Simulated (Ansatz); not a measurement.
System: zinc-blende BeSe. Method: RPBE (Ansatz, a first-principles code, plane waves, PAW).

Run with plane-wave cutoff 520 eV, 12×12×12 k mesh, Fermi–Dirac smearing 0.01 eV, scalar-relativistic PAW data made under PBE.

Pressure at four volumes; x = ln(V/17.821 Å³). One pressure is withheld.

```tsv
V (Å³/atom)	x	P (GPa)
16.752	-0.0619	?
17.108	-0.0408	3.11
17.821	0.0000	-0.01
18.890	0.0583	-3.68
```

### Question
Pass a parabola P(x) through the three rows shown, estimate the bulk modulus and its pressure derivative near zero pressure, and predict the withheld pressure.

### Answer
Slopes between the rows: (-0.01 − (3.11))/(0.0000 − (-0.0408)) = -76.47 and (-3.68 − (-0.01))/(0.0583 − (0.0000)) = -62.95 GPa. Their difference over the span 0.0991 is c = 13.52/0.0991 = 136.4 GPa, so P(x) = 3.11 + (-76.47)(x − (-0.0408)) + 136.4 (x − (-0.0408))(x − (0.0000)). At the middle row B = −dP/dx = −[-76.47 + 136.4 × 0.0408] = 70.9 GPa, and B′ = dB/dP = 2c/B = 3.8. At x = -0.0619 the parabola gives 4.90 GPa; the run gives 4.91 GPa. The Birch–Murnaghan fit to the energies at all volumes has B0 = 70.6 GPa and B′ = 3.9.

Measured, for comparison: bulk modulus 92.2 GPa (temperature not stated, not corrected to a static lattice; as tabulated in Inakpenu et al., APS March Meeting 2017, C27.9). Computed (rounded) less measured: bulk modulus -23 %.
